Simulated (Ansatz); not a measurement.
Consider the isomerisation: `COC#CN` → `CC(N)=C=O`.

Computed with Ansatz on PBE0-D4/def2-TZVP structures; ΔE is electronic, products minus reactants. CCSD(T)/CBS is the MP2 limit (def2-TZVPP, def2-QZVPP) plus CCSD(T) − MP2 in def2-TZVPP, frozen cores. DFT in def2-TZVPP. One conformer a species, not always the lowest.

```
             level  ΔE (kJ/mol)  difference from CCSD(T)/CBS
       LDA (SPW92)       -164.9                         -0.1
         revPBE-D4       -183.2                        -18.4
           BLYP-D4       -173.0                         -8.2
        r2SCANh-D4       -175.9                        -11.1
        r2SCAN0-D4       -171.4                         -6.6
          PBE-QIDH       -167.6                         -2.8
              PBE0       -168.9                         -4.1
           r2SCAN0       -170.9                         -6.1
         CAM-B3LYP       -159.7                          5.1
           LC-ωPBE       -166.1                         -1.3
       HF/def2-SVP       -148.8                         16.0
  CCSD(T)/def2-SVP       -174.5                         -9.7
    MP2/def2-TZVPP       -168.0                         -3.2
   CCSD/def2-TZVPP       -163.3                          1.5
CCSD(T)/def2-TZVPP       -167.7                         -2.9
SCS-MP2/def2-QZVPP       -164.1                          0.7
       CCSD(T)/CBS       -164.8                            0
```

Question: What do rigid-rotor, harmonic-oscillator terms from PBE0-D4/def2-TZVP frequencies (298.15 K, 1 bar) make of the CCSD(T)/CBS value? (Best estimate.)

Answer: Ansatz gave: ΔZPE = -0.5 kJ/mol, ΔH = -166.0 kJ/mol, ΔS = -3 J/(mol·K), ΔG = -165.1 kJ/mol.

Largest T1 diagnostic among the species: 0.015.

In def2-TZVPP, CCSD(T) changes the Hartree–Fock value by −13.7 kJ/mol (the triples alone add −4.4 kJ/mol) and MP2 by −14.1 kJ/mol. At CCSD(T), def2-SVP lies −9.7 kJ/mol from the extrapolated value and def2-TZVPP −2.9 kJ/mol.
